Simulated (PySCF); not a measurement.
## How exact exchange moves a shielding

Molecule: SMILES CCC(F)(F)F, C₃H₅F₃.

Molfile (atoms numbered from 1):
```
C3H5F3
     RDKit          3D

 11 10  0  0  0  0  0  0  0  0999 V2000
   -1.2447    0.1924    0.5327 C   0  0  0  0  0  0  0  0  0  0  0  0
   -0.0626   -0.5953   -0.0030 C   0  0  0  0  0  0  0  0  0  0  0  0
    1.2033    0.2162   -0.0753 C   0  0  0  0  0  0  0  0  0  0  0  0
    1.0591    1.2928   -0.8579 F   0  0  0  0  0  0  0  0  0  0  0  0
    2.2163   -0.5032   -0.5693 F   0  0  0  0  0  0  0  0  0  0  0  0
    1.5776    0.6553    1.1329 F   0  0  0  0  0  0  0  0  0  0  0  0
   -1.0370    0.5779    1.5414 H   0  0  0  0  0  0  0  0  0  0  0  0
   -1.4749    1.0488   -0.1174 H   0  0  0  0  0  0  0  0  0  0  0  0
   -2.1389   -0.4435    0.5897 H   0  0  0  0  0  0  0  0  0  0  0  0
    0.1588   -1.4686    0.6294 H   0  0  0  0  0  0  0  0  0  0  0  0
   -0.2571   -0.9727   -1.0183 H   0  0  0  0  0  0  0  0  0  0  0  0
  1  2  1  0
  2  3  1  0
  3  4  1  0
  3  5  1  0
  3  6  1  0
  1  7  1  0
  1  8  1  0
  1  9  1  0
  2 10  1  0
  2 11  1  0
M  END
```

GIAO shieldings (ppm, equivalent atoms averaged) in PySCF on the PBE0-D3(BJ)/def2-SVP geometry, basis pcSseg-2, gas phase, non-relativistic:

```csv
functional,exact exchange (%),σ(C3),σ(F4/F5/F6)
BLYP,0,31.5,241.5
BP86,0,36.8,242.7
PBE,0,36.8,241.7
PBE0,25,47.0,258.4
mPW1PW91,25,46.3,259.1
BHandHLYP,50,52.4,272.0
HF,100,72.7,298.9
```

Question: Fit each shielding as a line in the percentage of exact exchange.

Answer: σ(C3) = 35.6 + 0.37 x (rms 2.0 ppm); σ(F4/F5/F6) = 242.9 + 0.57 x (rms 1.2 ppm). The functionals also differ in their semilocal parts, which the line can't hold; Hartree–Fock has no correlation at all.

Question: What does the line predict for B3LYP (20 %), and what does the run give?

Answer: σ(C3): 43.0 predicted, 40.2 computed; σ(F4/F5/F6): 254.3 predicted, 254.7 computed ppm.
